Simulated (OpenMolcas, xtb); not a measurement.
**CH5OSi (SMILES [CH2][SiH2]O): the vertical energy of the quartet above the doublet, rung by rung**

CH5OSi has 8 atoms, charge 0, and is taken as a doublet. As SMILES, `[CH2][SiH2]O`. The shape is that of a PBE0-D4/def2-TZVP optimisation. This is one conformer, not always the lowest.

```xyz
8

C    -0.8615    0.5178   -0.7914
Si    0.6540   -0.0052    0.1111
O     0.3028   -0.7244    1.5544
H    -0.9708    0.4168   -1.8670
H    -1.7031    0.9915   -0.2933
H     1.4956    1.1611    0.4806
H     1.4310   -0.9123   -0.7798
H    -0.2558   -1.5023    1.5294
```

Each level gives the vertical energy of the quartet above the doublet (eV). The values are calculated.

| level | kind | program | value (eV) | CPU time (all runs) |
| --- | --- | --- | --- | --- |
| GFN0-xTB | semi-empirical | xtb | 6.21 | under 2 s |
| GFN1-xTB | semi-empirical | xtb | 8.18 | under 2 s |
| UHF/def2-SVPD | Hartree–Fock | OpenMolcas | 6.97 | 54 s |
| USVWN5/def2-SVPD | LDA | OpenMolcas | 6.68 | 2.6 min |
| U-revPBE/def2-SVPD | GGA | OpenMolcas | 6.73 | 3.7 min |
| U-r2SCAN/def2-SVPD | meta-GGA | OpenMolcas | 6.98 | 5 min |
| UM06-L/def2-SVPD | meta-GGA | OpenMolcas | 7.35 | 5.2 min |
| UM06-2X/def2-SVPD | hybrid meta-GGA | OpenMolcas | 7.65 | 5.4 min |

The values span 6.21 to 8.18 eV. The xTB rows lack spin polarisation, so open shells miss the exchange term that lowers them. Times are those of the runs behind each value, whatever else they computed, on shared processors of several kinds: orders of magnitude only.
